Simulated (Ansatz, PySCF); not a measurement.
Molecule: C2H3O2, charge 0, multiplicity 2. It need not be the lowest isomer of its formula. 
Geometry from a B3LYP-D3(BJ)/def2-TZVP (Ansatz, a first-principles code) optimisation:
```xyz
7

C      0.0433     0.0886    -0.0502
O      0.2842     1.1633    -0.5641
O     -1.1757    -0.2094     0.4758
H     -1.7337     0.5723     0.3459
C      0.9861    -0.9936     0.0729
H      0.7081    -1.9254     0.5416
H      1.9810    -0.8476    -0.3170
```
Charge 0, spin multiplicity 2.

Wanted: atomisation energy (electronic, to ground-state atoms), in eV. Correlated levels leave the core frozen unless marked. UHF or UKS for open shells. Spin-orbit coupling is left out. No relativistic terms. The coupled-cluster limit lacks core correlation, which all-electron functionals hold. Basis-set limits of correlation are two-point, X^-3; Hartree-Fock from the larger set. [CCSD(T)-MP2]/basis is that difference in the basis named.

```csv
level,program,atomisation energy (eV),minus last row
HF/cc-pVTZ,Ansatz,20.93,-9.26
HF-D3(BJ)/def2-TZVPD,PySCF + dftd3,21.82,-8.37
RI-HF/aug-cc-pVTZ,Ansatz,20.94,-9.25
SVWN5/def2-TZVPD,Ansatz,35.76,5.57
r2SCAN/def2-TZVPD,Ansatz,30.58,0.39
B3LYP-D4/def2-TZVPD,Ansatz + dftd4,30.25,0.06
PBE0-D4/def2-TZVP,Ansatz + dftd4,30.47,0.28
PBE0/def2-TZVP,Ansatz,30.39,0.20
M06-2X/def2-TZVPD,PySCF,30.27,0.08
CAM-B3LYP/def2-TZVPD,Ansatz,30.33,0.14
LC-wPBE-D3(BJ)/def2-TZVPD,Ansatz + dftd3,30.48,0.29
LC-wPBE-D4/def2-TZVPD,Ansatz + dftd4,30.50,0.31
MP2/6-31G,Ansatz,24.84,-5.35
MP2/6-31G*,Ansatz,28.31,-1.88
RI-MP2/cc-pVQZ,Ansatz,30.68,0.49
SCS-MP2/STO-3G,Ansatz,24.84,-5.35
SCS-MP2/6-31G,Ansatz,24.66,-5.53
SCS-MP2/cc-pVTZ,Ansatz,29.70,-0.49
CCSD(T)/cc-pVDZ,Ansatz,27.67,-2.52
"RI-MP2/CBS(cc-pVTZ,cc-pVQZ)+[CCSD(T)-MP2]/cc-pVDZ",Ansatz,30.27,0.08
"RI-MP2/CBS(cc-pVTZ,cc-pVQZ)+[CCSD(T)-MP2]/cc-pVTZ",Ansatz,30.19,0.00
```
